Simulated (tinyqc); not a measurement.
Worked calculation: G0W0 on RHF in the sto-3g basis, for HF, spin multiplicity 1. One step of it, computed by the program tinyqc.

Problem. G0W0 on Hartree-Fock: HOMO. W(p,q,m) = sqrt2 sum_ia (pq|ia) (X+Y)_ia,m; Sigma_c(x) = sum_(i,m) W^2/(x - e_i + w_m) + sum_(a,m) W^2/(x - e_a - w_m); solve x = e_p + Sigma_c(x) by Newton steps; Z = 1/(1 - dSigma/dx); 1 hartree = 27.211386 eV.

orbital energies (hartree): MO1 -25.910876, MO2 -1.441050, MO3 -0.548698, MO4 -0.462077, MO5 -0.462077, MO6 0.514389

Two-electron integrals over orbitals (pq|rs), unique and non-zero (hartree):
```
(11|11) 5.363263    (21|11) -0.511499   (21|21) 0.077034    (22|11) 1.211993
(22|21) -0.021002   (22|22) 0.860085    (31|11) 0.139880    (31|21) -0.019740
(31|22) 0.010665    (31|31) 0.020791    (32|11) -0.140215   (32|21) 0.007367
(32|22) -0.032751   (32|31) 0.020832    (32|32) 0.151674    (33|11) 0.960370
(33|21) -0.009955   (33|22) 0.734780    (33|31) -0.004108   (33|32) -0.034967
(33|33) 0.732450    (41|41) 0.029577    (42|41) 0.039479    (42|42) 0.184167
(43|41) -0.009891   (43|42) -0.037899   (43|43) 0.043033    (44|11) 1.264014
(44|21) -0.014686   (44|22) 0.884243    (44|31) 0.004084    (44|32) -0.075832
(44|33) 0.727685    (44|44) 0.997514    (51|51) 0.029577    (52|51) 0.039479
(52|52) 0.184167    (53|51) -0.009891   (53|52) -0.037899   (53|53) 0.043033
(54|54) 0.053770    (55|11) 1.264014    (55|21) -0.014686   (55|22) 0.884243
(55|31) 0.004084    (55|32) -0.075832   (55|33) 0.727685    (55|44) 0.889973
(55|55) 0.997514    (61|11) 0.145615    (61|21) -0.023513   (61|22) 0.001424
(61|31) -0.010008   (61|32) -0.024580   (61|33) 0.009809    (61|44) 0.004071
(61|55) 0.004071    (61|61) 0.023538    (62|11) -0.212760   (62|21) 0.004987
(62|22) -0.114978   (62|31) -0.020118   (62|32) -0.057822   (62|33) -0.030463
(62|44) -0.112824   (62|55) -0.112824   (62|61) 0.017046    (62|62) 0.094219
(63|11) -0.380444   (63|21) 0.006543    (63|22) -0.191350   (63|31) 0.001956
(63|32) 0.092652    (63|33) -0.112771   (63|44) -0.214102   (63|55) -0.214102
(63|61) -0.005987   (63|62) 0.050597    (63|63) 0.196453    (64|41) -0.009413
(64|42) -0.037707   (64|43) -0.017701   (64|64) 0.030650    (65|51) -0.009413
(65|52) -0.037707   (65|53) -0.017701   (65|65) 0.030650    (66|11) 0.871749
(66|21) -0.009095   (66|22) 0.667051    (66|31) 0.013860    (66|32) 0.062343
(66|33) 0.665559    (66|44) 0.643078    (66|55) 0.643078    (66|61) -0.008989
(66|62) -0.063101   (66|63) -0.018432   (66|66) 0.702982
```

excitation energies w (hartree): 1.035955  1.035955  1.390355  2.143078  26.472306

X + Y:
```
             1         2          3          4          5
1>6   0.000000  0.000000   0.001125  -0.002386   0.999111
2>6   0.000000  0.000000  -0.130954   0.949378   0.000191
3>6   0.000000  0.000000   0.869076   0.077772  -0.000036
4>6  -0.067378  0.968523   0.000000   0.000000   0.000000
5>6   0.968523  0.067378   0.000000   0.000000   0.000000
```

Give: The 12 largest terms at x = e_p; Newton steps; quasiparticle energy of the HOMO; Hartree-Fock value.

Solution.

The 12 largest terms at x = e_p (hartree; W for the signs of X + Y given):
```
q  m          W       term
5  3     -0.242      0.042
5  4     -0.175      0.014
2  1     -0.052   1.32e-03
6  1      0.042  -8.76e-04
3  1     -0.024   5.24e-04
2  2  -3.59e-03   6.41e-06
1  1     -0.013   6.28e-06
6  2   2.92e-03  -4.24e-06
3  2  -1.69e-03   2.53e-06
5  5      0.006   1.24e-06
1  2  -8.97e-04   3.04e-08
```

Newton steps (hartree):
```
step       x  Sigma_c(x)      Z
0     -0.462       0.057  0.963
1     -0.407       0.055  0.965
2     -0.407       0.055  0.965
3     -0.407       0.055  0.965
```

quasiparticle energy of the HOMO = -11.066 eV

Hartree-Fock value = -12.574 eV
